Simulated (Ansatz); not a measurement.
# SiNH₃+ (doublet): from Hartree-Fock to the top rungs, cc-pVDZ

An exercise on one series of results from a longer session: the logs are not shown, and one member is left open.

Program: Ansatz 0.2.0, Gaussian basis. Level of theory: cc-pVDZ, core rule «outside noble gas», up to 6 orbitals frozen. These are calculated values, not measurements.

The runs, in order: UHF; CCSD(T) on ROHF; CCSD(T) on UHF; BCCD(T) on ROHF; CISD; CCSDT(Q) on ROHF; CCSDT(Q) on UHF; CASSCF and MRCISD+Q, 11 electrons in 11 orbitals; CASSCF and NEVPT2, 11 electrons in 11 orbitals.

1 further run of the same task is left out (set aside as unsound or not needed).

## What is computed

The geometry is a PBE0/def2-TZVP stationary point (not a proven minimum) of the parent state, kept for this charge and spin.

5 atoms, charge 1, spin multiplicity 2.

Atoms are counted from 1 here; the program's logs count them from 0.

Bond lengths: Si1–N2 1.707 Å, Si1–H3 1.532 Å, N2–H4 1.008 Å, N2–H5 1.008 Å. Angles: N2–Si1–H3 94.1°, Si1–N2–H4 126.3°, Si1–N2–H5 121.7°, H4–N2–H5 112.0°.

The first run:

Contents of in.yaml:

```yaml
crystal:
  periodic: [false, false, false]
  atoms:
    - {symbol: Si, position_ang: [0.000000, -0.081122, 0.624572]}
    - {symbol: N, position_ang: [0.000000, 0.049408, -1.077458]}
    - {symbol: H, position_ang: [0.000000, 1.434266, 0.850543]}
    - {symbol: H, position_ang: [0.000000, 0.905200, -1.610089]}
    - {symbol: H, position_ang: [0.000000, -0.765663, -1.670950]}
basis:
  gaussian: {orbitals: cc-pVDZ}
total_charge: 1
magnetization: {spin_polarized: true, initial_magnetization: 1}
hamiltonian: {xc: hf}
output: {orbitals: {seedname: orbitals}}
```

Launch:

```console
$ ansatz run in.yaml --threads 1 --pin off --events-out ev --progress --plain --max-ram 4096MiB --backend cpu
```

Steps of the session up to this table: UHF; CCSD(T) on ROHF; CCSD(T) on UHF; BCCD(T) on ROHF; CISD; CCSDT(Q) on ROHF; CCSDT(Q) on UHF; CASSCF and MRCISD+Q, 11 electrons in 11 orbitals; CASSCF and NEVPT2, 11 electrons in 11 orbitals.

One table of the session follows, with a row left open; its other results are not shown here.

```
          method  from UCCSDT(Q) (meV)
            ROHF               +7542.0
             UHF               +7454.4
            RMP2                +970.5
            UMP2                +950.4
            CISD                +838.7
           RCCSD                +278.7
           UCCSD                +275.6
        RCCSD(T)                 +48.6
        UCCSD(T)                 +48.6
         BCCD(T)                 +50.5
          RCCSDT                 +22.1
          UCCSDT                 +21.8
       RCCSDT(Q)                  +3.5
       UCCSDT(Q)                     0
  CASSCF valence               +3822.5
  NEVPT2 valence                     ?
  MRCISD valence                +253.7
MRCISD+Q valence                 +67.7
```

**Question.** Estimate the row for NEVPT2 valence.

The run gave: from UCCSDT(Q) (meV): +1014.5. In the column «from UCCSDT(Q) (meV)» it lies between RMP2 (+970.5) and CASSCF valence (+3822.5).

Limits of these values: Restricted and unrestricted rows rest on different reference determinants; where their highest levels disagree by more than a few hundredths of an eV, they describe different states and don't form one ladder.
